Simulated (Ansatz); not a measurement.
We consider diamond, described by r²SCAN0 in Ansatz (plane waves, PAW).

Run with plane-wave cutoff 520 eV, 12×12×12 k mesh, Fermi–Dirac smearing 0.01 eV, scalar-relativistic PAW data made under PBE.

The cell is scaled about its equilibrium volume:

```
V (Å³/atom)  P (GPa)  direct gap at Γ (eV)  smallest gap on the k mesh (eV)
-----------  -------  --------------------  -------------------------------
5.260          27.74                 8.065                            6.375
5.399          13.43                 7.984                            6.302
5.537           0.67                 7.905                            6.231
5.638          -7.75                 7.849                            6.182
5.814         -20.85                 7.753                            6.098
```

The fundamental gap (6.19 eV at the equilibrium volume, with added k points) lies elsewhere than Γ–Γ.

Ansatz is a first-principles code.
